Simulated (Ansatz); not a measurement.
C4H6ClF can be A, `C=CC(C)(F)Cl`, or B, `FC1(Cl)CCC1`.

Isolated molecules relaxed with PBE0-D4/def2-TZVP in Ansatz; ΔE leaves out vibrations. CCSD(T)/CBS is the MP2 limit (def2-TZVPP, def2-QZVPP) plus CCSD(T) − MP2 in def2-TZVPP, frozen cores. DFT in def2-TZVPP. B3LYP here is the variant with VWN-RPA as its local correlation; programs differ in this. One conformer a species, not always the lowest.

Problem. Which is lower in electronic energy at CCSD(T)/CBS, and by how much? (Best estimate.)

Solution. Computed: A, by 3.6 kcal/mol.

Problem. Give E(B) − E(A) in kcal/mol with B2PLYP, MP2/def2-TZVPP, r2SCAN-D4, CCSD/def2-TZVPP, B3LYP, CCSD(T)/def2-TZVPP, B3LYP-D4. (Estimate.)

Solution. Ansatz gave: B2PLYP 4.7, MP2/def2-TZVPP 1.8, r2SCAN-D4 3.0, CCSD/def2-TZVPP 2.9, B3LYP 5.6, CCSD(T)/def2-TZVPP 3.3, B3LYP-D4 5.6. None reverses the order clearly.

Largest T1 diagnostic: 0.011.

In def2-TZVPP, CCSD(T) changes the Hartree–Fock value by −2.8 kcal/mol (the triples alone add +0.4 kcal/mol) and MP2 by −4.2 kcal/mol. From PBE to PBE0 (25 % exact exchange), in def2-TZVPP and without D4, E(B) − E(A) moves by −1.8 kcal/mol.
